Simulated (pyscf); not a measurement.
Single points on ωB97X-D3(BJ)/def2-SVP structures (PySCF, gas phase).

**Question.** Estimate by transition-state theory the rate constant of Cl–CH₂–ZnH + H₂ → H₃C–Cl + ZnH₂ (singlet surface; C–Zn, H–H broken, C–H, H–Zn formed) at 1200 K, with ωB97M-D3(BJ)/def2-TZVP energies (ideal gas, 1 atm, RRHO with modes under 100 cm⁻¹ raised to 100, one conformer, R ln 2 for chiral ones without a mode under 150 cm⁻¹; no tunnelling).

**Answer.** The electronic barrier is 38.4 kcal/mol and the thermal terms add +36.8, so ΔG‡ = 75.1 kcal/mol. With k_BT/h = 2.50e+13 s⁻¹ and RT = 2.385 kcal/mol, and a volume of 1.64e-19 cm³ per molecule at 1 atm, k = 8.5e-20 cm³ molecule⁻¹ s⁻¹. Wigner's tunnelling factor for 1332i cm⁻¹ would be 1.11. A shift of 1 kcal/mol in the barrier changes k by a factor 1.5. On the product side the descent ends in a complex (not fully relaxed), 4.6 kcal/mol under the separated species and 51.1 kcal/mol under the saddle at ωB97X-D3(BJ)/def2-TZVP. At the saddle there is also a short H–Zn, Cl–Zn contact that neither side keeps, so another atom assists the step. Cl–CH₂–ZnH lies 52.1 kcal/mol over its isomer H₃C–Zn–Cl (electronic energy, ωB97M-D3(BJ)/def2-TZVP). This is the saddle that the search found; another between the same sides may lie lower. Elements up to Kr have no core potential and no relativistic terms here.
